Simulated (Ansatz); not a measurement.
One starting cell of InP (a generated cell, InP placed in the zincblende structure type) was relaxed twice with Ansatz (plane waves, PAW, scalar-relativistic): with r2SCAN at 500 eV and with PBE at 420 eV. The r2SCAN result:

InP is taken in the cubic space group F-43m (No. 216), the zinc blende structure, Pearson symbol cF8. Cell: a = b = c = 5.907 Å, α = β = γ = 90.00°. P on 4c is coordinated by 4 In at 2.558 Å (tetrahedral). In on 4a has 4 P at 2.558 Å (tetrahedral). (Neighbours: up to the widest gap in distance over summed covalent radii, below 1.35, at either atom; cation-cation and far metal-metal contacts left out.)
(The calculation used a cell of 2 atoms; values per cell refer to that cell.)

| quantity | r2SCAN | PBE |
|---|---|---|
| space group | F-43m | F-43m |
| volume (Å³/atom) | 25.76 | 26.45 |
| a (Å) | 5.907 | 5.959 |
| gap (eV, no spin-orbit coupling) | 1.03 | 0.44 |

Both levels end in the same structure; PBE's volume is 2.7 % larger; its gap is 0.59 eV smaller. Neither column is exact.

No spin polarisation in the result.

Measured for InP: a 5.858 Å (static lattice; corrected from measurement; as listed in Daniel Mejia-Rodriguez, S. B. Trickey, Phys. Rev. B (2018)); gap 1.47 eV (static lattice; corrected from measurement; as listed in Wei Chen et al., Physical Review Materials (2018)). Computed minus measured — a: r2SCAN +0.8 %, PBE +1.7 %; gap: r2SCAN -0.44 eV, PBE -1.03 eV. The computed values are for a static lattice, and a measured gap can be an optical one, lowered by exciton binding.

The run could not lose the symmetry of its start; a randomly shaken copy of 2 atoms returns to this structure.

All atoms sit on sites fixed by symmetry, so only the cell could relax.

Ansatz is a program for electronic structure.
